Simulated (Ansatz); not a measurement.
Species: NO$_{2}$, charge -1, multiplicity 1. SMILES of the parent species: [O]N=O
Geometry from a B3LYP-D3(BJ)/def2-TZVP (Ansatz, a quantum-chemistry and plane-wave program) optimisation:
```
N
O 1 1.2577
O 1 1.2577 2 116.36
```
Charge -1, spin multiplicity 1.

Parts of the frozen-core correlation energy in STO-3G (Ansatz, hartree). Frozen orbitals: 3; correlated occupied orbitals by spin: 9 and 9; virtual: 3 and 3. No spin-orbit coupling. Non-relativistic. The restricted reference is unstable.

```json
[
 {"term": "reference (HF)", "value": "-201.15946"},
 {"term": "MP2 opposite-spin", "value": "[?]"},
 {"term": "MP2 same-spin", "value": "[?]"},
 {"term": "CCSD correlation", "value": "-0.16575"},
 {"term": "(T)", "value": "[?]"},
 {"term": "FCI minus CCSD(T)", "value": "-0.00251"},
 {"term": "T1 diagnostic", "value": "0.021"},
 {"term": "largest doubles amplitude", "value": "0.184"}
]
```

Complete the blanks.


- MP2 opposite-spin, value: -0.11759
- MP2 same-spin, value: -0.03422
- (T), value: -0.01188
